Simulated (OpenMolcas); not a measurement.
## OpenMolcas timings: CF4 (tetrafluoromethane)

CF4 has 5 atoms, charge 0, and is taken as a singlet. SMILES: `FC(F)(F)F`. The C2–F4 distance was set to 1.713 Å, away from the relaxed value.

```xyz
5

F    -0.7079    0.2567    1.2769
C     0.1522    0.2167    0.2791
F     1.2997   -0.2699    0.7075
F    -0.4640   -0.7860   -0.9662
F     0.3388    1.4344   -0.1893
```

Program: OpenMolcas 26.06. Hardware: 1 thread of Arm Neoverse V1, shared host, so times are rough. Two-electron integrals are exact unless an approximation is named.

(1) Estimate their order by wall time, quickest first.
A. energy at HF/aug-cc-pVDZ
B. energy at PBE0/aug-cc-pVDZ, grid UltraFine
C. energy at HF/3-21G

Answers

(1) C (1.9 s), A (15 s), B (38 s).
